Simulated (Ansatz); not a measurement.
# hcp Mg

All values below come from PBEsol (Ansatz, an electronic-structure program, plane waves, PAW).

Settings: plane-wave cutoff 500 eV, 18×18×1 k mesh (along the axes of the cell as run), Fermi–Dirac smearing 0.1 eV, scalar-relativistic PAW data made under PBE.

Cell: relaxed at this level.

```
Quantity                               Result
----------------------------------  ---------
surface energy of the (10-11) face  0.92 J/m²
work function of the (10-11) face     3.47 eV
```

The slab of 12 atoms is relaxed and unreconstructed.

Computed values are for the static lattice.
